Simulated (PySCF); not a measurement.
# Aluminium: a sound run and one with changed settings

Sound run: Al [Ne] 3s2 3p1, Al⁺ [Ne] 3s2. Calculation: PySCF 2.14, in cc-pVDZ-DK (4s3p1d, 18 functions); the spin-free X2C one-electron Hamiltonian (Gaussian nucleus). In the sound run the correlated levels freeze [Ne]. The sound run starts from symmetry-adapted Hartree-Fock orbitals and uses a fine grid where one is needed.

Changed run: initial guess atom, at most 5 SCF cycles. This setting is unsound on purpose.

```csv
species,method,sound run (hartree),changed run (hartree),converged
Al,UHF,-242.30843,-242.30843,no
Al,r2SCAN,-242.76576,-242.76576,no
Al,B3LYP,-242.82273,-242.82273,no
Al⁺,UHF,-242.10361,-242.10361,yes
Al⁺,r2SCAN,-242.53932,-242.53932,yes
Al⁺,B3LYP,-242.60165,-242.60165,yes
Al⁺,MP2,-242.12858,-242.12858,yes
Al⁺,CCSD(T),-242.14201,-242.14201,yes
```

The SCF was stopped early; the energies are upper bounds that still move, and correlated levels were skipped or rest on poor orbitals.
